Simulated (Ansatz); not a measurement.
Geometry optimisation, Ansatz 0.2.0, RKS PBE0-D4/STO-3G.

Input file:

```yaml
crystal:
  periodic: [false, false, false]
  atoms:
    - { symbol: B, position_ang: [0.0, 0.0, 0.0] }
    - { symbol: Cl, position_ang: [0.0, 0.0, 1.86] }
    - { symbol: O, position_ang: [1.2211, 0.0, -0.705] }
    - { symbol: H, position_ang: [1.5209, -0.9519, -0.8599] }
    - { symbol: H, position_ang: [-1.0305, 0.0, -0.595] }
basis:
  gaussian: { orbitals: STO-3G }
hamiltonian:
  xc: pbe0
  dispersion: d4
relax:
  f_tol: 0.02
  max_steps: 40
output:
  orbitals: {}
```

Command:

```bash
$ ansatz run input.yaml --threads 1 --pin off --max-ram 2048MiB --backend cpu --events-out ev --progress --plain --runs-dir out
```

Problem. Where does it end, and by what steps?

Solution. It converged. Limits of this set-up: minimal basis. After 10 steps the energy has fallen by 1.107 eV; H4 moved furthest, 0.57 Å.

| step | energy less start (eV) | largest force component (eV/Å) | accepted |
| --- | --- | --- | --- |
| 0 | 0.0000 | 1.909 | yes |
| 1 | -0.0698 | 1.774 | yes |
| 2 | -0.2138 | 1.443 | yes |
| 3 | -0.4171 | 3.514 | yes |
| 4 | -0.8717 | 1.819 | yes |
| 5 | -1.0891 | 0.768 | yes |
| 6 | -1.0984 | 0.503 | yes |
| 7 | -1.0479 | 1.848 | no |
| 8 | -1.1068 | 0.074 | yes |
| 9 | -1.1070 | 0.031 | yes |
| 10 | -1.1071 | 0.001 | yes |

```xyz
5
Properties=species:S:1:pos:R:3
B -0.059 -0.055 -0.093
Cl 0.162 -0.177 1.686
O 0.935 -0.365 -0.939
H 1.762 -0.655 -0.432
H -1.089 0.301 -0.521
```

Whether the end is a true minimum wasn't checked by a vibrational analysis.

Time of the run: 9.8 s on 1 thread of Arm Neoverse V1 (shared host), peak memory 0.11 GiB.
